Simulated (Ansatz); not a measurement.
Task: Name a neutral molecule of C, O and H with HOMO energy (B3LYP/def2-TZVPP) between -7.85 and -7.55 eV and HOMO–LUMO gap (B3LYP/def2-TZVPP) between 8.30 and 8.60 eV (Ansatz, PBE0-D4/def2-TZVP geometry).

Result: `OCC(O)O` (-7.84 eV, 8.30 eV). Other molecules can fit too; these were computed, each in one conformer that needn't be the lowest.

B3LYP here is the variant with VWN-RPA as its local correlation; programs differ in this.
